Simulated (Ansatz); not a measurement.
# CH7B: the cost of one run

All numbers below are computed with Ansatz 0.2.0 (RKS B3LYP/def2-SVP).

### 1 The system as given

Bond lengths: C2–H3 1.110 Å, C2–H4 1.110 Å, C2–H5 1.110 Å, B1–H6 1.190 Å, B1–H7 1.190 Å. Angles: H3–C2–H4 109.4°, H3–C2–H5 109.4°, H4–C2–H5 109.4°, H6–B1–H7 120.0°.

Structure file:

```xyz
9

B     0.0000    0.0000    0.0000
C     0.0000    0.0000    1.9500
H    -0.9996   -0.3092    2.3205
H     0.7676   -0.7111    2.3205
H     0.2320    1.0203    2.3205
H     1.0305    0.0000   -0.5950
H    -1.0305    0.0000   -0.5950
H    -0.1908   -1.4011    0.4698
H    -0.1595   -1.1709    1.3616
```

### 2 A restrained relaxation towards end A

Springs on the bonds that form and break draw the guess towards this end; the thresholds are loose.

File input.yaml:

```yaml
crystal:
  periodic: [false, false, false]
  atoms:
    - { symbol: B, position_ang: [0.0, 0.0, 0.0] }
    - { symbol: C, position_ang: [0.0, 0.0, 1.95] }
    - { symbol: H, position_ang: [-0.9996, -0.3092, 2.3205] }
    - { symbol: H, position_ang: [0.7676, -0.7111, 2.3205] }
    - { symbol: H, position_ang: [0.232, 1.0203, 2.3205] }
    - { symbol: H, position_ang: [1.0305, 0.0, -0.595] }
    - { symbol: H, position_ang: [-1.0305, 0.0, -0.595] }
    - { symbol: H, position_ang: [-0.1908, -1.4011, 0.4698] }
    - { symbol: H, position_ang: [-0.1595, -1.1709, 1.3616] }
basis:
  gaussian: { orbitals: def2-SVP }
hamiltonian:
  xc: b3lyp
relax:
  f_tol: 0.15
  max_steps: 25
  restrain:
    - { distance: [0, 7], at: 2.39, k: 30.0 }
    - { distance: [8, 1], at: 2.31, k: 30.0 }
    - { distance: [0, 1], at: 1.6, k: 30.0 }
    - { distance: [8, 7], at: 0.66, k: 30.0 }
output:
  orbitals: {}
```

The run is started by

```console
$ ansatz run input.yaml --threads 1 --pin off --max-ram 2048MiB --backend cpu --events-out ev --progress --plain --runs-dir out
```

**Question.** How long does this run take on 1 thread of Arm Neoverse V2, shared host, and how much memory does it need?

About 13 s, with a peak of 0.12 GiB.
